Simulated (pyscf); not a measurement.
This saddle point was located with ωB97X-D3(BJ)/def2-SVP in PySCF.

```xyz
11

Ge    -2.4701     0.6618    -0.1078
O     -1.2823    -0.4153    -0.8829
Ge     0.4571    -0.5115    -0.5287
H     -1.8724    -0.1298     1.4666
H     -3.7516     0.2335    -0.8048
H     -1.8780     2.0660    -0.1953
H      0.6440    -1.1562     0.8564
H      1.0806    -1.3696    -1.6333
H      1.0447     0.9130    -0.5256
F     -3.5543     1.1525     1.5404
H     -2.6095     0.3741     1.7711
```
Charge 0, spin multiplicity 1.

Surface: singlet, charge 0. Lowest wavenumbers (cm⁻¹): 1099i, 53, 63, 81, 115.

Q: Which two sides does it connect, and which bonds change?

A: `[GeH3][O][GeH3]` + `[FH]` ⇌ `[F][GeH2][O][GeH3]` + `[H][H]`, a four-centre exchange read from left to right: Ge–H, F–H broken and F–Ge, H–H formed. At ωB97M-D3(BJ)/def2-TZVP it lies +31.3 kcal/mol from the left side and +46.3 kcal/mol from the right (each side as separated species at their lowest minima found). At the saddle there is also a short Ge–H contact that neither side keeps. This is the saddle that the search found; another between the same sides may lie lower. Elements up to Kr have no core potential and no relativistic terms here.
